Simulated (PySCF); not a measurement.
## Which basis set comes closest?

Molecule: SMILES FN(F)F, F₃N.

Atoms are numbered as in `[F:1][N:2]([F:3])[F:4]`.

Geometry PBE0-D3(BJ)/def2-SVP throughout; GIAO in PySCF, gas phase, one conformer, non-relativistic; equivalent atoms averaged; functional PBE0.

Reference values (CCSD(T)/13s9p4d3f; gas (isolated, no vibration); M. E. Harding, PhD thesis, Mainz 2008 (Harding, Lenhart, Auer, Gauss, JCP 2008, 128, 244111)): σ(F1/F3/F4) = 76.3 ppm.

How do the basis sets STO-3G, 6-31G, 6-31G*, def2-SVP, 6-311+G(2d,p), def2-TZVP perform against the reference? Times are CPU seconds on 1 thread of an Arm Neoverse V1, shared host.

Answers


```csv
basis set,functions,F1/F3/F4,abs. error F,core-s
STO-3G,20,268.9,192.6,0.68
6-31G,36,80.0,3.7,1.4
6-31G*,56,117.5,41.2,1.8
def2-SVP,56,118.2,41.9,1.7
"6-311+G(2d,p)",108,67.4,8.9,3.1
def2-TZVP,124,73.1,3.2,3.8
```

For ¹⁹F the closest is def2-TZVP (3.2 ppm) and the furthest STO-3G (192.6 ppm). Where a smaller basis beats a larger one, errors probably cancel. One molecule is a small sample, and the reference may use another geometry.

A small basis that lands close on one nucleus may do so by chance; judge by the trend and by all nuclei.
